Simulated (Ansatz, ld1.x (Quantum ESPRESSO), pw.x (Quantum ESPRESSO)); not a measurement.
# O: one change to the PAW potential, in the atom and in the fcc crystal

O, PAW, made with ld1.x (Quantum ESPRESSO) 7.5 (PBEsol, scalar-relativistic). Core [He], reference 2s1 2p5. Waves: 2s (bound): rcut 0.75, rcutus 0.95 bohr; 2s channel at 0.2 Ry: rcut 0.75, rcutus 0.95 bohr; 2p (bound): rcut 1.35, rcutus 1.85 bohr; 2p channel at 0.2 Ry: rcut 1.35, rcutus 1.85 bohr; 3d channel at 0.1 Ry: rcut 1.80, rcutus 2.05 bohr. Local part: all-electron potential smoothed inside 1.70 bohr (lloc = -2). Core correction: none. Augmentation charge: PSQ, inside the norm-conserving radii.

Change: all radii scaled by about 1.25 (s 1.18, p 2.30, d 2.56 bohr, rcut 0.94/1.68/2.24); local potential all-electron potential smoothed inside 2.12 bohr (lloc = -2).

Cutoffs, loose and tight: the cutoffs (Ry, on a coarse ladder) from which the occupation-weighted sum of valence levels, in a spherical-Bessel basis at the reference potential, stays within 10 and 1 mRy of its value at 400 Ry. They do not see the model core or the augmentation charge, which bear on the density cutoff. Test errors are all-electron minus pseudo excitation energies from the reference, over the configurations 2s2 2p4; 2s2 2p3; 2s2 2p2; 2s2 2p0; 2s2 2p4.3; 2s2 2p3.5; 2s2 2p1; variants that change the core or the reference have their own tests.

Crystal test: fcc O in pw.x 7.5, no spin, 18³ k-points, Fermi–Dirac smearing 0.01 Ry, cutoffs set for each file from its atomic test. The reference is all-electron LAPW (Ansatz 0.2.0) with the same functional, mesh and smearing; V0 and B0 come from Birch–Murnaghan fits to the pressures at five volumes. Errors are pseudo minus all-electron; Δ is the rms difference of the E(V) curves that follow from these fits, minima aligned, over ±6 % about the mean V0. Mesh and smearing are coarse, so the numbers serve the comparison and aren't converged zero-temperature values; the lattice is a test structure that the element need not adopt. Spin polarisation is left out.

All-electron: a0 = 3.112 Å (V0 = 7.53 Å³/atom), B0 = 168.2 GPa.

Question: Does the change bring the crystal closer to the all-electron result?

Answer: The mean pressure error goes from +0.57 to +1.93 GPa, so the change moves the solid further from the all-electron pressures.

```csv
quantity,base,changed
outcome (atom),generated,generated
"cutoff, loose (atom)",21 Ry,21 Ry
"cutoff, tight (atom)",35 Ry,35 Ry
bound ghosts (atom),none,none
largest test error (meV) (atom),+88,-84 over the solved tests; 1 of 7 tests not solved or not reliable
cutoffs in pw.x (Ry),45/660,45/440
a0 (Å),3.115,3.123
a0 error (%),+0.11,+0.36
B0 error (%),-0.1,+0.0
Δ (meV/atom),0.9,3.1
mean pressure error (GPa),+0.57,+1.93
```

Changed file: The largest radius (2.56 bohr) exceeds half the bond length (2.08 bohr), so the spheres overlap, which is one possible source of error among others. Atomic configuration tests: 1 of 7 tests not solved or not reliable. The atomic cutoffs weigh occupied waves only.
